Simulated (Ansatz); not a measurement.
The input, for Ansatz 0.2.0:

```yaml
crystal:
  periodic: [false, false, false]
  atoms:
    - {symbol: F, position_ang: [0.000000, 0.000000, 1.810100]}
    - {symbol: S, position_ang: [0.000000, 0.000000, 0.070000]}
    - {symbol: S, position_ang: [0.000000, 0.000000, -1.880100]}
basis:
  gaussian: {orbitals: cc-pVDZ}
total_charge: 1
magnetization: {spin_polarized: true, initial_magnetization: 4}
correlation: {method: ccsd_t, electrons: outside_noble_gas}
```

```sh
$ ansatz run in.yaml --threads 1 --pin off --events-out ev --progress --plain --max-ram 2393MiB
```

Output:

```
519 factors; integrals over basis functions are off by at most 5.9e-4 eV
mean field evaluation 1: about -24321.4859 eV, gradient 3.4e1 eV
mean field evaluation 2: about -24321.5823 eV, gradient 3.4e1 eV
mean field evaluation 4: about -24326.7100 eV, gradient 4.2e0 eV
mean field evaluation 8: about -24327.1631 eV, gradient 8.8e-1 eV
mean field evaluation 16: about -24327.2014 eV, gradient 9.9e-5 eV
mean field evaluation 32: about -24320.5988 eV, gradient 2.5e1 eV
mean field evaluation 64: about -24324.9107 eV, gradient 5.0e0 eV
mean field evaluation 96: about -24320.5160 eV, gradient 2.6e1 eV
mean field evaluation 128: about -24324.8985 eV, gradient 6.8e-1 eV
mean field evaluation 160: about -24327.1883 eV, gradient 4.2e-1 eV
...
cycle   1  -11.30397744 eV  change   -1.7e-3 eV  update   5.4e-3
cycle   2  -11.30792080 eV  change   -3.9e-3 eV  update   4.1e-3
cycle   3  -11.31007984 eV  change   -2.2e-3 eV  update   3.0e-3
cycle   4  -11.31313661 eV  change   -3.1e-3 eV  update   1.2e-3
cycle   5  -11.31527387 eV  change   -2.1e-3 eV  update   4.5e-4
cycle   6  -11.31604116 eV  change   -7.7e-4 eV  update   1.8e-4
cycle   7  -11.31604550 eV  change   -4.3e-6 eV  update   7.6e-5
cycle   8  -11.31593997 eV  change    1.1e-4 eV  update   4.6e-5
cycle   9  -11.31589919 eV  change    4.1e-5 eV  update   2.0e-5
cycle  10  -11.31589740 eV  change    1.8e-6 eV  update   9.5e-6
perturbative correction -0.35349332 eV, -0.0129906398 hartree
Total energy: -24338.87079180 eV, -894.4370041194 hartree
```

Ran on 1 thread of Arm Neoverse V1, shared host: 13 s wall, 0.17 GiB peak host memory.
